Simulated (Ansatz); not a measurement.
**CClF2 radical: one species, many methods**

An exercise on one series of results from a longer session: the logs are not shown, and one member is left open.

Computed with Ansatz 0.2.0, Gaussian basis. Level: functionals in def2-TZVPP, the program's frozen cores in correlated methods.

Plan: LDA (SPW92), PBE-D4, revPBE-D4, BLYP-D4, r2SCAN-D4, B97M-V, PBE0-D4, B3LYP-D4, r2SCANh-D4, r2SCAN0-D4, HSE06-D4, BHLYP-D4, CAM-B3LYP-D4, LC-ωPBE, ωB97X-V, ωB97M-V, B2PLYP, PBE-QIDH; CCSD(T)/def2-SVP; CCSD(T)/def2-TZVPP; MP2/def2-QZVPP; extrapolation to the limit; RPA on PBE.

**Structure used throughout**

The geometry comes from an earlier relaxation with PBE0-D4 in a triple-zeta def2 set; it is a stationary point.

SMILES `F[C](F)Cl`, 4 atoms, charge 0, spin multiplicity 2.

Atoms are counted from 1 here; the program's logs count them from 0.

Bond lengths: F1–C2 1.315 Å, C2–F3 1.315 Å, C2–Cl4 1.720 Å. Angles: F1–C2–F3 110.6°, F1–C2–Cl4 114.1°, F3–C2–Cl4 114.1°.

The first run:

in.yaml reads:

```yaml
crystal:
  periodic: [false, false, false]
  atoms:
    - {symbol: F, position_ang: [0.026236, 0.169339, 1.294577]}
    - {symbol: C, position_ang: [-0.230568, -0.190159, 0.056424]}
    - {symbol: F, position_ang: [0.572953, -1.160700, -0.318552]}
    - {symbol: Cl, position_ang: [-0.313021, 1.121220, -1.052748]}
basis:
  gaussian: {orbitals: def2-TZVPP}
magnetization: {spin_polarized: true, initial_magnetization: 1}
hamiltonian: {xc: lda}
output: {orbitals: {seedname: orbitals}}
```

Among the steps run: LDA; PBE-D4 (GGA); revPBE-D4 (GGA); BLYP-D4 (GGA); r2SCAN-D4 (meta-GGA); B97M-V (meta-GGA); PBE0-D4 (hybrid); B3LYP-D4 (hybrid); r2SCANh-D4 (hybrid); r2SCAN0-D4 (hybrid); HSE06-D4 (hybrid); BHLYP-D4 (hybrid); CAM-B3LYP-D4 (range-separated); LC-ωPBE-D4 (range-separated; the results give it without D4); ωB97X-V (range-separated); ωB97M-V (range-separated); B2PLYP (double hybrid); PBE-QIDH (double hybrid).

One table of the session follows, with a row left open; its other results are not shown here.

It belongs to the step «Orbital energies across the functionals». 

| functional | HOMO (eV) | LUMO (eV) | gap (eV) |
| --- | --- | --- | --- |
| LDA (SPW92) | ? | ? | ? |
| PBE-D4 | -5.61 | -3.50 | 2.11 |
| revPBE-D4 | -5.56 | -3.35 | 2.21 |
| BLYP-D4 | -5.49 | -3.57 | 1.93 |
| r2SCAN-D4 | -6.18 | -2.82 | 3.35 |
| B97M-V | -5.94 | -3.24 | 2.70 |
| PBE0-D4 | -7.32 | -2.29 | 5.03 |
| B3LYP-D4 | -7.02 | -2.82 | 4.20 |
| r2SCANh-D4 | -6.80 | -2.41 | 4.39 |
| r2SCAN0-D4 | -7.74 | -1.79 | 5.95 |
| HSE06-D4 | -6.91 | -2.69 | 4.22 |
| BHLYP-D4 | -8.93 | -1.25 | 7.67 |
| CAM-B3LYP-D4 | -8.76 | -1.34 | 7.43 |
| LC-ωPBE | -10.17 | 0.25 | 10.42 |
| ωB97X-V | -9.65 | -0.24 | 9.41 |
| ωB97M-V | -9.35 | -0.40 | 8.95 |

Estimate the missing values for LDA (SPW92).

The run gave: HOMO (eV): -5.62; LUMO (eV): -4.04; gap (eV): 1.58. In the column «HOMO (eV)» it lies between B97M-V (-5.94) and PBE-D4 (-5.61).
